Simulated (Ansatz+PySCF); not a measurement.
Values are calculated unless marked as measured or tabulated.
A run of Ansatz (development build ahead of 0.2.0) on doublet CH₃O at this shape:

```yaml
atoms:
  - { symbol: C, position_ang: [0.0811, -0.0141, -0.6705] }
  - { symbol: O, position_ang: [0.0237, -0.0937, 0.6556] }
  - { symbol: H, position_ang: [-0.0319, 0.8123, 1.0183] }
  - { symbol: H, position_ang: [0.0846, -1.0133, -1.1106] }
  - { symbol: H, position_ang: [-0.4309, 0.8418, -1.2370] }
```

Its results:

```
Converged                       : yes
Reference energy                : -114.32381 hartree
Correlation energy              : -0.30898 hartree
Total energy                    : -114.63278 hartree
Spin squared of the determinant : 0.760
Stability test                  : minimum
```

**Question.** Which input gives this output? Name the method, the orbitals and the basis set, and write the input.

**Answer.** UHF-MP2 in def2-SVP.

```yaml
crystal:
  periodic: [false, false, false]
  atoms:
    - { symbol: C, position_ang: [0.08112, -0.0141, -0.67051] }
    - { symbol: O, position_ang: [0.0237, -0.09366, 0.6556] }
    - { symbol: H, position_ang: [-0.03192, 0.81226, 1.01832] }
    - { symbol: H, position_ang: [0.08455, -1.0133, -1.11064] }
    - { symbol: H, position_ang: [-0.43086, 0.84182, -1.237] }
basis:
  gaussian: { orbitals: def2-SVP }
magnetization:
  spin_polarized: true
  initial_magnetization: 1
hamiltonian:
  xc: hf
correlation:
  method: mp2
  frozen_orbitals: { C: 1, H: 0, O: 1 }
```
